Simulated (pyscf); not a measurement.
# Hydrogen abstraction: bromomethane (H₃C–Br) + H atom (H•) → •H₂C–Br + hydrogen (H₂)

Gas phase, doublet surface, charge 0. Bonds broken: C1–H3. Bonds formed: H3–H6. Single points on ωB97X-D3(BJ)/def2-SVP structures (PySCF, gas phase).

Transition state (Å):

```xyz
6

C      0.2224     0.3436    -0.3118
Br     1.6500     1.5206    -0.6893
H      0.2867    -0.0030     1.0149
H     -0.7543     0.8298    -0.4144
H      0.3195    -0.6100    -0.8428
H      0.3133    -0.2497     1.9118
```

One imaginary mode, 1488i cm⁻¹; descent along it reached the two sides named.

```csv
bond,change,reactant side (Å),saddle,product side
C1–H3,breaks,1.096,1.373,3.3
H3–H6,forms,3.1,0.931,0.761
```

Electronic energies relative to the separated reactants (eV):

| level | barrier | reaction energy | reverse barrier |
|---|---|---|---|
| ωB97X-D3(BJ)/def2-TZVP | 0.53 | -0.02 | 0.55 |
| PBE/def2-TZVP | 0.28 | -0.05 | 0.33 |
| r²SCAN/def2-TZVP | 0.25 | -0.21 | 0.45 |
| B3LYP-D3(BJ)/def2-TZVP | 0.30 | -0.17 | 0.46 |
| PBE0-D3(BJ)/def2-TZVP | 0.41 | 0.00 | 0.41 |
| M06-2X/def2-TZVP | 0.60 | -0.01 | 0.61 |
| ωB97M-D3(BJ)/def2-TZVP | 0.54 | -0.02 | 0.55 |
| HF/def2-TZVP | 1.04 | +0.03 | 1.01 |

With ωB97M-D3(BJ)/def2-TZVP energies and thermal terms (ideal gas, 1 atm, RRHO with modes under 100 cm⁻¹ raised to 100, one conformer, R ln 2 for chiral ones without a mode under 150 cm⁻¹), in eV:

```tsv
T (K)	ΔH‡	ΔG‡	ΔH	ΔG
298	0.42	0.69	-0.12	-0.21
600	0.41	0.96	-0.09	-0.32
900	0.41	1.24	-0.09	-0.43
1200	0.41	1.52	-0.10	-0.54
```

One saddle was located; it need not be the lowest between these sides. The angle at the transferred H is 179°. Elements up to Kr have no core potential and no relativistic terms here.
